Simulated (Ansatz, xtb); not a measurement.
## Relaxing a trial structure of CHNP

The starting geometry of this gas-phase doublet has its atoms placed at random.

```yaml
atoms:
  - { symbol: C, position_ang: [-0.8270, -0.0621, -0.6958] }
  - { symbol: N, position_ang: [0.9053, 0.8177, -0.4967] }
  - { symbol: P, position_ang: [-0.2254, -1.4369, 0.6915] }
  - { symbol: H, position_ang: [-0.7724, -0.0939, 1.4916] }
```

Question: One run relaxed it with r2SCAN-D4/def2-SVP. What is a likely outcome?

Answer: It ends as `N#C[PH]`. Distances that change by over a tenth: C1–P3 (2.04 → 1.76 Å), P3–H4 (1.66 → 1.43 Å). Contacts that close: C1–N2 (1.95 → 1.17 Å).

The energy falls by 8.46 eV over 13 steps:

```tsv
step	E − E(last) (eV)
1	8.458
2	5.775
4	1.617
5	1.306
6	0.896
8	0.388
9	0.046
10	0.010
12	0.000
13	0.000
```

Final geometry (Å):

```tsv
atom	x (Å)	y (Å)	z (Å)
C	0.0219	0.0402	-0.3508
N	0.4004	0.8389	-1.1226
P	-0.5134	-1.2679	0.6900
H	-0.8284	-0.3863	1.7739
```

From the same start GFN2-xTB ends elsewhere, at `[C]1=NP1`.

From so rough a start the end depends on the optimiser's path, so another program may land elsewhere. The end wasn't checked by frequencies. Open shells are spin-unrestricted. Run with Ansatz 0.2.0, 110 s on 1 thread of Arm Neoverse N1 (shared host).
